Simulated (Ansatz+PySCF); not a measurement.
Two shapes of singlet H₂O.

Shape 1:

```xyz
3

O     0.0000    0.0000   -0.1197
H     0.0000    0.7542    0.4787
H     0.0000   -0.7542    0.4787
```

Shape 2:

```xyz
3

O    -0.0173   -0.0309   -0.1549
H    -0.0443    0.7473    0.5008
H     0.0490   -0.7606    0.4864
```

Basis set: def2-SVP (spherical functions). Left uncorrelated: 1 orbital. Charge 0, multiplicity 1.

Computed with Ansatz (development build ahead of 0.2.0); each method stands on the lowest determinant of its kind that the runs found.

(1) Which shape is lower in energy, and by how much in each method?

## Answers

(1)

```json
{"method": "RHF-CCSD", "E(2) − E(1) (eV)": "0.081"}
{"method": "PBE (restricted)", "E(2) − E(1) (eV)": "0.038"}
{"method": "PBE0 (restricted)", "E(2) − E(1) (eV)": "0.081"}
{"method": "PBE0 (unrestricted)", "E(2) − E(1) (eV)": "0.081"}
{"method": "r²SCAN (restricted)", "E(2) − E(1) (eV)": "0.070"}
```

Shape 1 is lower.
